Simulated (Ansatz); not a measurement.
# BH2O: short molecular-dynamics run in Python

Aim: a short molecular-dynamics run, for BH2O, run from a script. SMILES: B[O].

Program: the Python package of Ansatz 0.2.0. Level of theory: PBE0/6-31G. These are calculated values, not measurements.

## Step 1: The structure

Bond lengths: B1–O2 1.401 Å, B1–H3 1.227 Å, B1–H4 1.234 Å. Angles: O2–B1–H3 124.0°, O2–B1–H4 118.2°, H3–B1–H4 117.6°.

No structure file is read: the coordinates are typed or built in the script.

## Step 2: Script

md.py reads:

```python
import ansatz as az
from ase import Atoms
import numpy as np


def main() -> None:
    atoms = Atoms(["B", "O", "H", "H"], positions=[
        [-0.0155, -0.0355, -0.0295],
        [1.1238, -0.3479, 0.7228],
        [-1.1099, -0.5679, 0.1279],
        [0.0571, 0.891, -0.8414],
    ])
    system = az.Crystal.molecule_from_ase(atoms)

    model = system.calculation()
    model = model.basis(gaussian="6-31G")
    model = model.functional("pbe0")
    model = model.spin("collinear", total=1)
    symbols = [site.symbol for site in system.cartesian_sites]
    start = np.array([site.position_ang for site in system.cartesian_sites], dtype=float)
    data = model.relax(force_tolerance=0.02).run().report
    end = np.array(data["positions_ang"])
    minimum = az.Crystal.molecule()
    for symbol, place in zip(symbols, end):
        minimum = minimum.atom(symbol, place.tolist())

    model = (
        minimum.calculation()
        .basis(gaussian="6-31G")
        .functional("pbe0")
        .spin("collinear", total=1)
        .md("nve", timestep=0.5, steps=20, temperature=500, initial_velocities="maxwell_boltzmann", seed=31)
    )
    frames = []
    done = model.session().plan().execute(on_event=lambda e: frames.append(e["data"]) if e["event"] == "md_step" else None)
    print("t (fs)   E_pot (eV)      E_kin (eV)   T (K)   d(0-1) (A)")
    for f in frames[::2]:
        xyz = np.array(f["positions_ang"])
        print(f"{f['time_fs']:6.2f} {f['lagrangian_ev']:14.5f} {f['e_kin_ev']:10.5f} {f['temperature_k']:8.1f} {np.linalg.norm(xyz[0] - xyz[1]):9.4f}")
    kept = np.array([f["conserved_ev"] for f in frames])
    print(f"conserved energy moves by at most {1000 * np.ptp(kept):.3f} meV")


if __name__ == "__main__":
    main()
```

## Step 3: The input behind the calls

The package turns the script's settings into the engine's input (first run):

```yaml
crystal:
  periodic: [false, false, false]
  atoms:
    - { symbol: B, position_ang: [-0.0155, -0.0355, -0.0295] }
    - { symbol: O, position_ang: [1.1238, -0.3479, 0.7228] }
    - { symbol: H, position_ang: [-1.1099, -0.5679, 0.1279] }
    - { symbol: H, position_ang: [0.0571, 0.891, -0.8414] }
basis:
  gaussian:
    orbitals: "6-31G"
hamiltonian:
  xc: pbe0
magnetization:
  spin_polarized: true
  initial_magnetization: 1.0
relax:
  f_tol: 0.02
```

## Step 4: The run

Command:

```sh
$ python md.py
```

The log of the run:

```text
t (fs)   E_pot (eV)      E_kin (eV)   T (K)   d(0-1) (A)
  0.00    -2750.83879    0.12926    500.0    1.3110
  1.00    -2750.81932    0.10996    425.3    1.3042
  2.00    -2750.77484    0.06612    255.8    1.2975
  3.00    -2750.74327    0.03499    135.3    1.2909
  4.00    -2750.74960    0.04102    158.7    1.2848
  5.00    -2750.77756    0.06840    264.6    1.2798
  6.00    -2750.79299    0.08363    323.5    1.2765
  7.00    -2750.78138    0.07225    279.5    1.2756
  8.00    -2750.75431    0.04555    176.2    1.2773
  9.00    -2750.73320    0.02469     95.5    1.2818
 10.00    -2750.73365    0.02518     97.4    1.2887
conserved energy moves by at most 1.244 meV
```

Wall time 16 s (1 thread of Arm Neoverse V1, shared host); peak memory 0.17 GiB.

## Step 5: What changed from run to run

The engine's inputs for the other runs:

Run 2, against run 1:

```diff
@@ -4,4 +4,4 @@
-    - { symbol: B, position_ang: [-0.0155, -0.0355, -0.0295] }
-    - { symbol: O, position_ang: [1.1238, -0.3479, 0.7228] }
-    - { symbol: H, position_ang: [-1.1099, -0.5679, 0.1279] }
-    - { symbol: H, position_ang: [0.0571, 0.891, -0.8414] }
+    - { symbol: B, position_ang: [-0.008430245462949714, -0.007858626614100694, -0.019987707411590123] }
+    - { symbol: O, position_ang: [1.0428241427928084, -0.34803985539034504, 0.6855711848744969] }
+    - { symbol: H, position_ang: [-1.0546251071575183, -0.5818285947577166, 0.14722613226034598] }
+    - { symbol: H, position_ang: [0.07573120982765952, 0.8774270767621624, -0.8330096097232527] }
@@ -16,2 +16,7 @@
-relax:
-  f_tol: 0.02
+md:
+  timestep: 0.5
+  n_steps: 20
+  ensemble: nve
+  temperature: 500.0
+  initial_velocities: maxwell_boltzmann
+  seed: 31
```

Lines on the test bed's own set-up are left out of the output.

## Step 6: The runs side by side

From the records of these 2 runs:

```tsv
run	kind of run	energy from run 1 (eV)	<S²>	SCF cycles in all	CPU time (s)
1	relaxation	0.0000	0.76	60	3.8
2	dynamics	0.1051	0.76	167	12
```

## Step 7: Path of the relaxation of run 1

Step by step:

```
step  energy from step 1 (eV)  largest force component (eV/Å)
   1                   0.0000                          2.5948
   2                  -0.0903                          1.5318
   3                  -0.1882                          0.0839
   4                  -0.1882                          0.0644
   5                  -0.1884                          0.0030
```

Step 1 is the start.

Before: Bond lengths: B1–O2 1.401 Å, B1–H3 1.227 Å, B1–H4 1.234 Å. Angles: O2–B1–H3 124.0°, O2–B1–H4 118.2°, H3–B1–H4 117.6°.

After: Bond lengths: B1–O2 1.311 Å, B1–H3 1.205 Å, B1–H4 1.205 Å. Angles: O2–B1–H3 119.9°, O2–B1–H4 119.9°, H3–B1–H4 120.3°.

## Step 8: What the atoms did

Step by step:

```tsv
time (fs)	T (K)	change of potential energy (meV/atom)	change of conserved energy (meV/atom)	mean square move (Å²)
0.0	500	0.0	0.00	0.0000
0.5	481	1.2	0.00	0.0001
1.0	425	4.9	0.04	0.0005
1.5	344	10.2	0.12	0.0010
2.0	256	16.0	0.20	0.0016
2.5	180	20.9	0.28	0.0022
3.0	135	23.9	0.31	0.0027
3.5	129	24.3	0.30	0.0029
4.0	159	22.3	0.24	0.0030
4.5	210	18.9	0.16	0.0030
5.0	265	15.3	0.09	0.0029
5.5	306	12.6	0.05	0.0029
6.0	323	11.5	0.04	0.0029
6.5	313	12.1	0.06	0.0031
7.0	279	14.4	0.10	0.0035
7.5	230	17.6	0.15	0.0039
8.0	176	21.1	0.19	0.0044
8.5	128	24.3	0.23	0.0049
9.0	96	26.4	0.26	0.0052
9.5	84	27.1	0.27	0.0055
10.0	97	26.3	0.27	0.0055
```

Positions (Å) and forces (eV/Å) at 10.0 fs:

```xyz
4

B    -0.011   -0.019    0.001   -0.857    0.655   -1.401
O     1.039   -0.341    0.675    0.677   -0.263    0.615
H    -1.095   -0.609    0.115    0.660    0.536   -0.104
H     0.201    0.910   -0.866   -0.480   -0.928    0.889
```

## Step 9: Results

| quantity | value |
| --- | --- |
| runs compared | 2 |
| moves of the relaxation of run 1 | 4 |
| energy gained in run 1 | 0.188 eV |
| last largest force component of run 1 | 0.0030 eV/Å |
| length of the run | 20 steps, 10 fs |
| mean temperature, second half | 209 K |
| farthest move | 0.13 Å |
| largest change of the conserved energy | 0.31 meV/atom |

**Reading.** Run 1: After 4 moves the largest shift is 0.089 Å, of atom 2 (O). The temperature swings between 84 and 500 K, with a mean of 209 K in the second half; from a start near a minimum about half of the kinetic energy passes into potential energy. The conserved energy stays within 0.31 meV/atom, so the time step holds. 10 fs show the first vibrations only, not equilibrium. Notes:
- The trajectory is only some femtoseconds long, and gives no averages; where the script doesn't relax first, it starts from a rough generated geometry.
- The species is open-shell (spin multiplicity 2).
- The temperature counts the internal degrees of freedom alone.
